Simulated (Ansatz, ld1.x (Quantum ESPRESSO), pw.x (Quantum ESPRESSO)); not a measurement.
**From atom to crystal: ultrasoft potential for Co (Z = 27)**

```json
{"Element": "Co (Z = 27)", "Generator": "ld1.x (Quantum ESPRESSO) 7.5", "Type": "ultrasoft", "Functional": "PBEsol", "Relativity": "scalar-relativistic", "Frozen core": "[Ar]", "Valence charge": "9", "Reference configuration": "3d7 4s2 4p0", "Partial waves": "4s (bound): rcut 2.00, rcutus 2.70 bohr; 4s channel at -0.1 Ry: rcut 2.00, rcutus 2.70 bohr; 4p (bound, empty): rcut 2.80, rcutus 3.70 bohr; 4p channel at 2.95 Ry: rcut 2.80, rcutus 3.70 bohr; 3d (bound): rcut 1.30, rcutus 1.65 bohr; 3d channel at 3.2 Ry: rcut 1.30, rcutus 1.65 bohr; 4f channel at 0.2 Ry: rcut 2.95, rcutus 3.80 bohr", "Local potential": "all-electron potential smoothed inside 3.65 bohr (lloc = -1)", "Core correction": "a·sin(br)/r model core inside 1.10 bohr", "Augmentation charge": "PSQ, inside the norm-conserving radii"}
```

Atomic tests: cutoffs needed: 40 Ry and 70 Ry (the cutoffs (Ry, on a coarse ladder) from which the occupation-weighted sum of valence levels, in a spherical-Bessel basis at the reference potential, stays within 10 and 1 mRy of its value at 400 Ry); ghost test: no extra level below or beside the all-electron valence levels (s, p, d, f tested) (spherical-Bessel basis up to 400 Ry, 20 bohr box); largest excitation error: -238 meV (all-electron minus pseudo) for 3d6 4s2 4p1, out of 7 test configurations.

Crystal test: diamond Co in pw.x 7.5, no spin, 9³ k-points, Fermi–Dirac smearing 0.01 Ry, cutoffs 85/680 Ry. The reference is all-electron LAPW (Ansatz 0.2.0) with the same functional, mesh and smearing; V0 and B0 come from Birch–Murnaghan fits to the pressures at five volumes. Errors are pseudo minus all-electron; Δ is the rms difference of the E(V) curves that follow from these fits, minima aligned, over ±6 % about the mean V0. Mesh and smearing are coarse, so the numbers serve the comparison and aren't converged zero-temperature values; the lattice is a test structure that the element need not adopt. Spin polarisation and strong correlation are left out, which matters for this element.

```csv
V (Å³/atom),P all-electron (GPa),P pseudo (GPa)
13.575,8.34,-21.56
13.933,3.79,-23.02
14.290,-0.16,-23.91
14.647,-3.58,-24.42
15.005,-6.56,-24.62
```

All-electron: a0 = 4.852 Å (V0 = 14.27 Å³/atom), B0 = 147.7 GPa.

Pseudopotential: mean pressure error (GPa): -23.87. The pressure does not cross zero within the volumes sampled, so no fit is given. The largest radius (3.80 bohr) exceeds half the bond length (1.99 bohr), so the spheres overlap, which is one possible source of error among others. This is a poor potential for the solid.

Q: At the middle volume, how do free energy and pressure move when the wave cutoff is lowered (ecutrho held at 680 Ry)?

A:

```
cutoff (Ry)  shift of F (meV/atom)  shift of P (GPa)
         38                  +93.1             -5.91
         51                  +44.2             -1.37
         68                   +2.2             +0.05
```

The run at the middle volume (35 k-points, 8 iterations) took about 25 s on one core of a shared host (Intel(R) Xeon(R) 6975P-C, 192 threads, 378 GiB, load 93).
